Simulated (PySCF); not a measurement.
**Heteronuclear NMR**

Geometry:
| atom | x (Å) | y (Å) | z (Å) |
| --- | --- | --- | --- |
| C1 | -0.570 | 0.097 | -0.486 |
| C2 | 0.596 | -0.179 | 0.421 |
| F3 | 1.144 | 1.013 | 0.869 |
| H4 | -1.320 | 0.702 | 0.027 |
| H5 | -0.251 | 0.628 | -1.384 |
| H6 | -1.037 | -0.844 | -0.789 |
| H7 | 1.389 | -0.728 | -0.096 |
| H8 | 0.291 | -0.750 | 1.303 |

- J couplings at B3LYP/pcJ-2
- GIAO B97-2/pcSseg-2 shieldings
- geometry from PBE0-D3(BJ)/def2-TZVP
- run in PySCF 2.14
- fast rotation and ring inversion assumed for equivalent nuclei, single conformer, in vacuum, non-relativistic

What are the 19F shifts?

Results:


```json
{"atoms": "F3", "environment": "fluorine on an sp3 carbon", "σ (ppm)": "407.1", "δ (ppm)": "-213.5"}
```

Shieldings were converted by a linear fit to measured shifts: 19F: δ = 163.32 − 0.949σ +9.6 on sp3 carbon (rms 4.2 ppm, 161 shifts, 5.7 ppm with the 8 outliers that the fit left out vs CFCl3, solution or neat liquid). Occasional misses reach two or three times the rms, and more in compound classes unlike the fitted ones. Couplings are scaled by factors fitted to measured values: 3J(H,H) × 0.89 (rms 0.5 Hz), 2J(H,H) × 0.91 (rms 0.8 Hz), 1J(C,F) × 0.78 (rms 5.7 Hz), 2J(C,F) × 1.03 (rms 1.6 Hz, 5.1 with 1 outliers); all others are unscaled and can be 10–30 % off.

Couplings (the largest are listed; each averaged over equivalent pairs): 1J(C2,F3) = -175.7 Hz, 2J(F3,H7) = 55.0 Hz, 2J(C1,F3) = 21.4 Hz, 3J(F3,H4) = 26.4 Hz.

On a 400 MHz spectrometer 19F resonates near 376.4 MHz, so 1 ppm is 376.4 Hz.
